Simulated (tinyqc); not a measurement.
Stretching all distances: RHF, UHF, MP2, CISD and CCSD against full CI in the sto-3g basis, for H2O, spin multiplicity 1. Computed by the program tinyqc with PySCF. All coordinates are multiplied by the scale. c0^2 is the weight of the RHF determinant in the lowest singlet FCI state (UHF is spin-contaminated and may lie near states of higher spin) and n(LUMO) the first natural occupation beyond the occupied space.

Geometry (angstrom):
```
atom       x        y       z
O     0.0000   0.0000  0.0000
H     0.0000   0.7710  0.5380
H     0.0000  -0.7710  0.5380
```

Full CI energy (hartree) and errors against it (kcal/mol):
```
scale  distance 1-2 (angstrom)     E(FCI)      RHF     UHF     MP2    CISD    CCSD  <S^2> UHF   c0^2  n(LUMO)
0.880                    0.827  -74.92041   21.673  21.673   5.599   0.187   0.047      0.000  0.985    0.015
1.100                    1.034  -75.01577   37.220  37.220  11.198   0.718   0.114      0.000  0.964    0.038
1.320                    1.241  -74.96560   61.734  61.734  20.621   2.589   0.294      0.000  0.916    0.091
1.540                    1.448  -74.88849   96.377  63.628  33.992   7.556   0.585      1.081  0.830    0.191
1.990                    1.871  -74.77743  194.465  19.412  67.292  31.890  -4.437      1.818  0.546    0.536
```

Estimate the missing row, scale = 1.77.

Computed row:
```
scale  distance 1-2 (angstrom)     E(FCI)      RHF     UHF     MP2    CISD       CCSD  <S^2> UHF   c0^2  n(LUMO)
1.770                    1.664  -74.82006  142.916  39.154  50.867  17.842  -2.37e-03      1.598  0.698    0.351
```

UHF parts from RHF first at scale 1.54 of those listed, where <S^2> leaves zero. The weight c0^2 goes from 0.99 to 0.55 and n(LUMO) from 0.01 to 0.54: static correlation grows as the bonds break into open-shell fragments. The spread of the error along the curve, which distorts its shape, is CCSD 5.0, CISD 31.7, UHF 44.2, MP2 61.7, RHF 172.8 kcal/mol. Below FCI somewhere: CCSD, as non-variational methods may be.
